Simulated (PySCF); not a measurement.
## HSN: one-bond stretch

Method: PBE0/[S def2-TZVP, N def2-TZVP, H def2-TZVP], no relativity, density fitting, PySCF.

Rigid scan from the singlet minimum (S–H 1.417 Å, S–N 1.488 Å; H–S–N 109.8°). Coordinate: the bond from S to the last atom (H) scaled, the rest fixed. Energies in kJ/mol from the minimum.

Predict the curve at 0.92, 0.96, 1.00, 1.05, 1.12, 1.20, 1.35, 1.55, 1.80, 2.20.


| scale of one bond | E (kJ/mol) | dipole size (D) |
| --- | --- | --- |
| 0.92 | 12.6 | 2.86 |
| 0.96 | 2.8 | 2.78 |
| 1.00 | 0.0 | 2.70 |
| 1.05 | 3.5 | 2.58 |
| 1.12 | 16.9 | 2.41 |
| 1.20 | 39.0 | 2.22 |
| 1.35 | 87.8 | 1.98 |
| 1.55 | 152.2 | – |
| 1.80 | 221.1 | – |
| 2.20 | 300.5 | – |

At long bonds a restricted determinant can lie too high, and another spin state can fall below this curve.

The scan took roughly 25 core-seconds on a shared host.
